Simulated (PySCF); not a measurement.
How methods differ on the ionisation energy of F

F [He] 2s2 2p5 (2P) → F⁺ [He] 2s2 2p4 (3P), as a difference of total energies. Computed with PySCF 2.14 in x2c-TZVPPall, with scalar relativity by spin-free X2C-1e. Correlated levels: valence and next inner shell: nothing frozen. The calculations carry no spin-orbit coupling.

| method | ionisation energy (eV) |
| --- | --- |
| UHF | 15.641 |
| MP2 (valence and next inner shell) | 17.204 |
| SCS-MP2 (valence and next inner shell) | 17.183 |
| CCSD (valence and next inner shell) | 17.101 |
| CCSD(T) (valence and next inner shell) | 17.143 |
| CCSDT (valence and next inner shell) | 17.143 |

**Question.** How much does correlation contribute at CCSD(T) (valence and next inner shell)?

**Answer.** 17.143 − (15.641) = 1.502 eV, measured against UHF.

Errors of the correlated levels include the incompleteness of this basis.

For comparison: 17.427 eV (measured; NIST levels, between the centres of gravity of the two terms).
